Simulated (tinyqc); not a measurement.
RHF in the sto-6g basis, for BH3, spin multiplicity 1, step by step (part 1 of 2). Computed by tinyqc, a small Python program that keeps every step (integrals from PySCF). Settings: charge = 0, multiplicity = 1, basis = sto-6g, energy threshold = 1e-09, iteration cap = 84, orthogonalisation = symmetric, start = highest core orbitals, DIIS depth = 3, method = RHF. Command: `OMP_NUM_THREADS=1 python tinyqc.py 28838 28839 out.jsonl` (the two numbers bound the seeds that draw the settings). One thread of a shared host (Intel(R) Xeon(R) Processor @ 2.60GHz), about 0.2 s of CPU time with the checks. Later iterations appear only in the table of the cycle.

## One-electron integrals

Geometry (angstrom):
```
atom          x          y         z
B      0.000000   0.000000  0.026000
H      1.527000   0.000000  0.000000
H     -0.764000   1.322000  0.000000
H     -0.764000  -1.322000  0.000000
```

Basis sto-6g: exponents (1/bohr^2) and contraction coefficients of normalised primitives:
```
element  l (shell)    exponent  coefficient
B            s (1)  506.011147     0.009164
B            s (1)   92.776814     0.049362
B            s (1)   25.955658     0.168538
B            s (1)    8.916445     0.370563
B            s (1)    3.462507     0.416492
B            s (1)    1.426054     0.130334
B            s (2)   23.194575    -0.013253
B            s (2)    4.590810    -0.046992
B            s (2)    1.426819    -0.033785
B            s (2)    0.548948     0.250242
B            s (2)    0.238410     0.595117
B            s (2)    0.109280     0.240706
B            p (3)   23.194575     0.003760
B            p (3)    4.590810     0.037679
B            p (3)    1.426819     0.173897
B            p (3)    0.548948     0.418036
B            p (3)    0.238410     0.425859
B            p (3)    0.109280     0.101708
H            s (1)   35.523221     0.009164
H            s (1)    6.513144     0.049361
H            s (1)    1.822143     0.168538
H            s (1)    0.625955     0.370563
H            s (1)    0.243077     0.416492
H            s (1)    0.100112     0.130334
```

Overlap, kinetic and nuclear-attraction integrals over the contracted functions; the nuclear repulsion is the sum of Za Zb / Rab.

nuclear repulsion = 5.79797728 hartree

overlap S, lower triangle:
```
           1B 1s     1B 2s     1B 2px     1B 2py     1B 2pz     2H 1s     3H 1s     4H 1s
1B 1s   1.000000
1B 2s   0.264891  1.000000
1B 2px  0.000000  0.000000   1.000000
1B 2py  0.000000  0.000000   0.000000   1.000000
1B 2pz  0.000000  0.000000   0.000000   0.000000   1.000000
2H 1s   0.032172  0.319060   0.363747   0.000000  -0.006193  1.000000
3H 1s   0.032180  0.319107  -0.182028   0.314975  -0.006195  0.040683  1.000000
4H 1s   0.032180  0.319107  -0.182028  -0.314975  -0.006195  0.040683  0.040758  1.000000
```

kinetic energy T (hartree), lower triangle:
```
            1B 1s     1B 2s     1B 2px     1B 2py     1B 2pz      2H 1s      3H 1s     4H 1s
1B 1s   10.947243
1B 2s   -0.333880  0.374498
1B 2px   0.000000  0.000000   1.125026
1B 2py   0.000000  0.000000   0.000000   1.125026
1B 2pz   0.000000  0.000000   0.000000   0.000000   1.125026
2H 1s   -0.009633  0.025061   0.100920   0.000000  -0.001718   0.768522
3H 1s   -0.009634  0.025075  -0.050513   0.087406  -0.001719  -0.008736   0.768522
4H 1s   -0.009634  0.025075  -0.050513  -0.087406  -0.001719  -0.008736  -0.008746  0.768522
```

nuclear attraction V (hartree), lower triangle:
```
             1B 1s      1B 2s     1B 2px     1B 2py     1B 2pz      2H 1s      3H 1s      4H 1s
1B 1s   -24.431263
1B 2s    -3.019555  -4.780067
1B 2px    0.000010   0.000094  -4.816246
1B 2py    0.000000   0.000000   0.000000  -4.816153
1B 2pz    0.000606   0.005609  -0.000001   0.000000  -4.707260
2H 1s    -0.400572  -1.228549  -1.320058   0.000000   0.023191  -3.365977
3H 1s    -0.400679  -1.228797   0.660647  -1.143124   0.023197  -0.145434  -3.366184
4H 1s    -0.400679  -1.228797   0.660647   1.143124   0.023197  -0.145434  -0.145682  -3.366184
```

core Hamiltonian H = T + V (hartree), lower triangle:
```
             1B 1s      1B 2s     1B 2px     1B 2py     1B 2pz      2H 1s      3H 1s      4H 1s
1B 1s   -13.484020
1B 2s    -3.353435  -4.405569
1B 2px    0.000010   0.000094  -3.691220
1B 2py    0.000000   0.000000   0.000000  -3.691126
1B 2pz    0.000606   0.005609  -0.000001   0.000000  -3.582234
2H 1s    -0.410205  -1.203489  -1.219138   0.000000   0.021473  -2.597455
3H 1s    -0.410313  -1.203722   0.610134  -1.055718   0.021478  -0.154170  -2.597662
4H 1s    -0.410313  -1.203722   0.610134   1.055718   0.021478  -0.154170  -0.154428  -2.597662
```

## Two-electron integrals

Functions are numbered as in S; the eight-fold symmetry (ij|kl) = (ji|kl) = (kl|ij) leaves the list below.

Two-electron integrals (ij|kl) in chemists' order, unique and non-zero (hartree):
```
(11|11) 2.924993    (21|11) 0.480756    (21|21) 0.099484    (22|11) 0.743449
(22|21) 0.188967    (22|22) 0.544922    (31|31) 0.021096    (32|31) 0.030854
(32|32) 0.120443    (33|11) 0.743450    (33|21) 0.188967    (33|22) 0.544922
(33|33) 0.587109    (41|41) 0.021096    (42|41) 0.030854    (42|42) 0.120443
(43|43) 0.031641    (44|11) 0.743450    (44|21) 0.188967    (44|22) 0.544922
(44|33) 0.523827    (44|44) 0.587109    (51|51) 0.021096    (52|51) 0.030854
(52|52) 0.120443    (53|53) 0.031641    (54|54) 0.031641    (55|11) 0.743450
(55|21) 0.188967    (55|22) 0.544922    (55|33) 0.523827    (55|44) 0.523827
(55|55) 0.587109    (61|11) 0.060134    (61|21) 0.012074    (61|22) 0.022806
(61|31) 0.000951    (61|32) 0.001833    (61|33) 0.023051    (61|44) 0.022684
(61|51) -0.000016   (61|52) -0.000031   (61|53) -0.000006   (61|55) 0.022684
(61|61) 0.001520    (62|11) 0.168809    (62|21) 0.043795    (62|22) 0.142072
(62|31) 0.005086    (62|32) 0.031818    (62|33) 0.150546    (62|44) 0.137834
(62|51) -0.000087   (62|52) -0.000542   (62|53) -0.000216   (62|55) 0.137837
(62|61) 0.005674    (62|62) 0.055380    (63|11) 0.169854    (63|21) 0.044620
(63|22) 0.152032    (63|31) 0.008532    (63|32) 0.050424    (63|33) 0.167574
(63|44) 0.144259    (63|51) -0.000074   (63|52) -0.000519   (63|53) -0.000300
(63|55) 0.144263    (63|61) 0.006030    (63|62) 0.068948    (63|63) 0.089549
(64|41) 0.004200    (64|42) 0.019964    (64|43) 0.005695    (64|54) -0.000097
(64|64) 0.005445    (65|11) -0.002892   (65|21) -0.000760   (65|22) -0.002589
(65|31) -0.000074   (65|32) -0.000519   (65|33) -0.002659   (65|44) -0.002456
(65|51) 0.004201    (65|52) 0.019973    (65|53) 0.005698    (65|55) -0.002650
(65|61) -0.000103   (65|62) -0.001174   (65|63) -0.001432   (65|65) 0.005470
(66|11) 0.345114    (66|21) 0.091283    (66|22) 0.335082    (66|31) 0.011408
(66|32) 0.097274    (66|33) 0.371632    (66|44) 0.316799    (66|51) -0.000194
(66|52) -0.001656   (66|53) -0.000934   (66|55) 0.316815    (66|61) 0.012003
(66|62) 0.176517    (66|63) 0.237155    (66|65) -0.004038   (66|66) 0.774999
(71|11) 0.060150    (71|21) 0.012077    (71|22) 0.022812    (71|31) -0.000476
(71|32) -0.000918   (71|33) 0.022782    (71|41) 0.000823    (71|42) 0.001588
(71|43) -0.000159   (71|44) 0.022965    (71|51) -0.000016   (71|52) -0.000031
(71|53) 3.13e-06    (71|54) -0.000005   (71|55) 0.022690    (71|61) 0.001449
(71|62) 0.005132    (71|63) 0.005126    (71|64) 0.000205    (71|65) -0.000093
(71|66) 0.010678    (71|71) 0.001521    (72|11) 0.168840    (72|21) 0.043803
(72|22) 0.142097    (72|31) -0.002545   (72|32) -0.015923   (72|33) 0.141041
(72|41) 0.004405    (72|42) 0.027553    (72|43) -0.005508   (72|44) 0.147389
(72|51) -0.000087   (72|52) -0.000542   (72|53) 0.000108    (72|54) -0.000187
(72|55) 0.137861    (72|61) 0.005131    (72|62) 0.033949    (72|63) 0.034539
(72|64) 0.003938    (72|65) -0.000704   (72|66) 0.080503    (72|71) 0.005676
(72|72) 0.055398    (73|11) -0.085002   (73|21) -0.022330   (73|22) -0.076083
(73|31) 0.005285    (73|32) 0.027595    (73|33) -0.079387   (73|41) -0.001877
(73|42) -0.013198   (73|43) 0.007517    (73|44) -0.076667   (73|51) 0.000037
(73|52) 0.000260    (73|53) -0.000148   (73|54) 0.000088    (73|55) -0.072195
(73|61) -0.002387   (73|62) -0.013871   (73|63) -0.011919   (73|64) -0.001093
(73|65) 0.000285    (73|66) -0.030930   (73|71) -0.003018   (73|72) -0.034509
(73|73) 0.026510    (74|11) 0.147085    (74|21) 0.038639    (74|22) 0.131651
(74|31) -0.001877   (74|32) -0.013198   (74|33) 0.127506    (74|41) 0.007449
(74|42) 0.042806    (74|43) -0.007324   (74|44) 0.142525    (74|51) -0.000064
(74|52) -0.000449   (74|53) 0.000088    (74|54) -0.000249   (74|55) 0.124923
(74|61) 0.004540    (74|62) 0.031874    (74|63) 0.032450    (74|64) 0.006202
(74|65) -0.000649   (74|66) 0.076413    (74|71) 0.005223    (74|72) 0.059714
(74|73) -0.036446   (74|74) 0.068511    (75|11) -0.002893   (75|21) -0.000760
(75|22) -0.002589   (75|31) 0.000037    (75|32) 0.000260    (75|33) -0.002508
(75|41) -0.000064   (75|42) -0.000449   (75|43) 0.000088    (75|44) -0.002609
(75|51) 0.004202    (75|52) 0.019977    (75|53) -0.002852   (75|54) 0.004935
(75|55) -0.002651   (75|61) -0.000093   (75|62) -0.000704   (75|63) -0.000705
(75|64) -0.000078   (75|65) 0.002934    (75|66) -0.001728   (75|71) -0.000103
(75|72) -0.001174   (75|73) 0.000717    (75|74) -0.001240   (75|75) 0.005472
(76|11) 0.019864    (76|21) 0.005163    (76|22) 0.017136    (76|31) 0.000249
(76|32) 0.001606    (76|33) 0.017297    (76|41) 0.000431    (76|42) 0.002782
(76|43) 0.000170    (76|44) 0.017494    (76|51) -0.000017   (76|52) -0.000109
(76|53) -0.000017   (76|54) -0.000029   (76|55) 0.016618    (76|61) 0.000643
(76|62) 0.005576    (76|63) 0.006495    (76|64) 0.000602    (76|65) -0.000128
(76|66) 0.016079    (76|71) 0.000643    (76|72) 0.005577    (76|73) -0.002729
(76|74) 0.005926    (76|75) -0.000128   (76|76) 0.000742    (77|11) 0.345139
(77|21) 0.091289    (77|22) 0.335103    (77|31) -0.005709   (77|32) -0.048677
(77|33) 0.330548    (77|41) 0.009879    (77|42) 0.084230    (77|43) -0.023758
(77|44) 0.357927    (77|51) -0.000194   (77|52) -0.001657   (77|53) 0.000467
(77|54) -0.000809   (77|55) 0.316834    (77|61) 0.010676    (77|62) 0.080493
(77|63) 0.081629    (77|64) 0.011453    (77|65) -0.001728   (77|66) 0.199998
(77|71) 0.012007    (77|72) 0.176548    (77|73) -0.118683   (77|74) 0.205364
(77|75) -0.004039   (77|76) 0.016079    (77|77) 0.774999    (81|11) 0.060150
(81|21) 0.012077    (81|22) 0.022812    (81|31) -0.000476   (81|32) -0.000918
(81|33) 0.022782    (81|41) -0.000823   (81|42) -0.001588   (81|43) 0.000159
(81|44) 0.022965    (81|51) -0.000016   (81|52) -0.000031   (81|53) 3.13e-06
(81|54) 0.000005    (81|55) 0.022690    (81|61) 0.001449    (81|62) 0.005132
(81|63) 0.005126    (81|64) -0.000205   (81|65) -0.000093   (81|66) 0.010678
(81|71) 0.001449    (81|72) 0.005133    (81|73) -0.002743   (81|74) 0.004337
(81|75) -0.000093   (81|76) 0.000594    (81|77) 0.010679    (81|81) 0.001521
(82|11) 0.168840    (82|21) 0.043803    (82|22) 0.142097    (82|31) -0.002545
(82|32) -0.015923   (82|33) 0.141041    (82|41) -0.004405   (82|42) -0.027553
(82|43) 0.005508    (82|44) 0.147389    (82|51) -0.000087   (82|52) -0.000542
(82|53) 0.000108    (82|54) 0.000187    (82|55) 0.137861    (82|61) 0.005131
(82|62) 0.033949    (82|63) 0.034539    (82|64) -0.003938   (82|65) -0.000704
(82|66) 0.080503    (82|71) 0.005133    (82|72) 0.033963    (82|73) -0.020705
(82|74) 0.027945    (82|75) -0.000705   (82|76) 0.003850    (82|77) 0.080530
(82|81) 0.005676    (82|82) 0.055398    (83|11) -0.085002   (83|21) -0.022330
(83|22) -0.076083   (83|31) 0.005285    (83|32) 0.027595    (83|33) -0.079387
(83|41) 0.001877    (83|42) 0.013198    (83|43) -0.007517   (83|44) -0.076667
(83|51) 0.000037    (83|52) 0.000260    (83|53) -0.000148   (83|54) -0.000088
(83|55) -0.072195   (83|61) -0.002387   (83|62) -0.013871   (83|63) -0.011919
(83|64) 0.001093    (83|65) 0.000285    (83|66) -0.030930   (83|71) -0.002743
(83|72) -0.020705   (83|73) 0.015283    (83|74) -0.016789   (83|75) 0.000421
(83|76) -0.001906   (83|77) -0.050798   (83|81) -0.003018   (83|82) -0.034509
(83|83) 0.026510    (84|11) -0.147085   (84|21) -0.038639   (84|22) -0.131651
(84|31) 0.001877    (84|32) 0.013198    (84|33) -0.127506   (84|41) 0.007449
(84|42) 0.042806    (84|43) -0.007324   (84|44) -0.142525   (84|51) 0.000064
(84|52) 0.000449    (84|53) -0.000088   (84|54) -0.000249   (84|55) -0.124923
(84|61) -0.004540   (84|62) -0.031874   (84|63) -0.032450   (84|64) 0.006202
(84|65) 0.000649    (84|66) -0.076413   (84|71) -0.004337   (84|72) -0.027945
(84|73) 0.016789    (84|74) -0.020954   (84|75) 0.000571    (84|76) -0.003297
(84|77) -0.064974   (84|81) -0.005223   (84|82) -0.059714   (84|83) 0.036446
(84|84) 0.068511    (85|11) -0.002893   (85|21) -0.000760   (85|22) -0.002589
(85|31) 0.000037    (85|32) 0.000260    (85|33) -0.002508   (85|41) 0.000064
(85|42) 0.000449    (85|43) -0.000088   (85|44) -0.002609   (85|51) 0.004202
(85|52) 0.019977    (85|53) -0.002852   (85|54) -0.004935   (85|55) -0.002651
(85|61) -0.000093   (85|62) -0.000704   (85|63) -0.000705   (85|64) 0.000078
(85|65) 0.002934    (85|66) -0.001728   (85|71) -0.000093   (85|72) -0.000705
(85|73) 0.000421    (85|74) -0.000571   (85|75) 0.002936    (85|76) -0.000086
(85|77) -0.001729   (85|81) -0.000103   (85|82) -0.001174   (85|83) 0.000717
(85|84) 0.001240    (85|85) 0.005472    (86|11) 0.019864    (86|21) 0.005163
(86|22) 0.017136    (86|31) 0.000249    (86|32) 0.001606    (86|33) 0.017297
(86|41) -0.000431   (86|42) -0.002782   (86|43) -0.000170   (86|44) 0.017494
(86|51) -0.000017   (86|52) -0.000109   (86|53) -0.000017   (86|54) 0.000029
(86|55) 0.016618    (86|61) 0.000643    (86|62) 0.005576    (86|63) 0.006495
(86|64) -0.000602   (86|65) -0.000128   (86|66) 0.016079    (86|71) 0.000594
(86|72) 0.003850    (86|73) -0.001906   (86|74) 0.003297    (86|75) -0.000086
(86|76) 0.000550    (86|77) 0.009085    (86|81) 0.000643    (86|82) 0.005577
(86|83) -0.002729   (86|84) -0.005926   (86|85) -0.000128   (86|86) 0.000742
(87|11) 0.019895    (87|21) 0.005171    (87|22) 0.017165    (87|31) -0.000499
(87|32) -0.003220   (87|33) 0.017623    (87|44) 0.017227    (87|51) -0.000017
(87|52) -0.000110   (87|53) 0.000033    (87|55) 0.016646    (87|61) 0.000595
(87|62) 0.003856    (87|63) 0.003814    (87|65) -0.000086   (87|66) 0.009098
(87|71) 0.000644    (87|72) 0.005588    (87|73) -0.003780   (87|74) 0.005334
(87|75) -0.000129   (87|76) 0.000551    (87|77) 0.016113    (87|81) 0.000644
(87|82) 0.005588    (87|83) -0.003780   (87|84) -0.005334   (87|85) -0.000129
(87|86) 0.000551    (87|87) 0.000745    (88|11) 0.345139    (88|21) 0.091289
(88|22) 0.335103    (88|31) -0.005709   (88|32) -0.048677   (88|33) 0.330548
(88|41) -0.009879   (88|42) -0.084230   (88|43) 0.023758    (88|44) 0.357927
(88|51) -0.000194   (88|52) -0.001657   (88|53) 0.000467    (88|54) 0.000809
(88|55) 0.316834    (88|61) 0.010676    (88|62) 0.080493    (88|63) 0.081629
(88|64) -0.011453   (88|65) -0.001728   (88|66) 0.199998    (88|71) 0.010679
(88|72) 0.080530    (88|73) -0.050798   (88|74) 0.064974    (88|75) -0.001729
(88|76) 0.009085    (88|77) 0.200078    (88|81) 0.012007    (88|82) 0.176548
(88|83) -0.118683   (88|84) -0.205364   (88|85) -0.004039   (88|86) 0.016079
(88|87) 0.016113    (88|88) 0.774999
```

## Orthogonalisation

S = U s U^T; symmetric (Loewdin) form X = U s^(-1/2) U^T, so that X^T S X = 1.

eigenvalues of S: 0.439411  0.533584  0.533713  0.971024  1.000742  1.425529  1.425758  1.670239

X, lower triangle:
```
            1B 1s      1B 2s     1B 2px     1B 2py    1B 2pz      2H 1s      3H 1s     4H 1s
1B 1s    1.030467
1B 2s   -0.157296   1.173849
1B 2px   0.000007  -0.000060   1.091124
1B 2py   0.000000   0.000000   0.000000   1.091046
1B 2pz   0.000350  -0.002748   0.000001   0.000000  1.000052
2H 1s    0.020440  -0.190697  -0.216691   0.000000  0.003605   1.107670
3H 1s    0.020444  -0.190745   0.108446  -0.187635  0.003606  -0.007654   1.107704
4H 1s    0.020444  -0.190745   0.108446   0.187635  0.003606  -0.007654  -0.007622  1.107704
```

## Starting guess

The start is the highest orbitals of the core Hamiltonian (a deliberately bad start); D = 2 C_occ C_occ^T.

D at the start, lower triangle:
```
            1B 1s      1B 2s     1B 2px     1B 2py    1B 2pz      2H 1s      3H 1s     4H 1s
1B 1s    0.009599
1B 2s   -0.072349   0.546003
1B 2px   0.000027  -0.000221   0.278216
1B 2py   0.000000   0.000000   0.000000   0.278022
1B 2pz  -0.009885   0.036799   0.000019   0.000000  1.999166
2H 1s    0.090276  -0.682359  -0.691811   0.000000  0.012122   2.576091
3H 1s    0.090298  -0.682580   0.346267  -0.599109  0.012129  -0.005946   2.576300
4H 1s    0.090298  -0.682580   0.346267   0.599109  0.012129  -0.005946  -0.005734  2.576300
```

## Iteration 1: building the Fock matrix

J_ij = sum D_kl (ij|kl), K_ij = sum D_kl (ik|jl); F = H + J - 0.5 K; E = tr D H + tr D J / 2 - 0.25 tr D K + E_nn.

Coulomb J (hartree), lower triangle:
```
            1B 1s      1B 2s     1B 2px     1B 2py     1B 2pz     2H 1s     3H 1s     4H 1s
1B 1s    3.566744
1B 2s    0.923492   3.058152
1B 2px  -0.000018  -0.000146   3.067734
1B 2py   0.000000   0.000000   0.000000   3.067595
1B 2pz   0.001311   0.001265   0.000002   0.000000   3.039112
2H 1s    0.111762   0.941414   1.080895   0.000000  -0.018286  3.015280
3H 1s    0.111793   0.941612  -0.540975   0.936023  -0.018291  0.114523  3.015471
4H 1s    0.111793   0.941612  -0.540975  -0.936023  -0.018291  0.114523  0.114738  3.015471
```

exchange K (hartree), lower triangle:
```
           1B 1s      1B 2s     1B 2px     1B 2py     1B 2pz     2H 1s     3H 1s     4H 1s
1B 1s   0.057627
1B 2s   0.067579   0.315554
1B 2px  0.000001  -0.000032   0.163730
1B 2py  0.000000   0.000000   0.000000   0.163661
1B 2pz  0.001717   0.026710   0.000009   0.000000   1.191631
2H 1s   0.003245   0.190987   0.263861   0.000000  -0.002551  1.492176
3H 1s   0.003245   0.191014  -0.132046   0.228466  -0.002554  0.020792  1.492136
4H 1s   0.003245   0.191014  -0.132046  -0.228466  -0.002554  0.020792  0.020829  1.492136
```

Fock matrix F (hartree), lower triangle:
```
            1B 1s      1B 2s     1B 2px     1B 2py     1B 2pz      2H 1s      3H 1s      4H 1s
1B 1s   -9.946090
1B 2s   -2.463733  -1.505194
1B 2px  -0.000008  -0.000036  -0.705350
1B 2py   0.000000   0.000000   0.000000  -0.705362
1B 2pz   0.001058  -0.006481  -0.000003   0.000000  -1.138937
2H 1s   -0.300065  -0.357568  -0.270173   0.000000   0.004462  -0.328263
3H 1s   -0.300142  -0.357617   0.135181  -0.233928   0.004464  -0.050043  -0.328258
4H 1s   -0.300142  -0.357617   0.135181   0.233928   0.004464  -0.050043  -0.050104  -0.328258
```

total energy of this density = -6.65522883 hartree
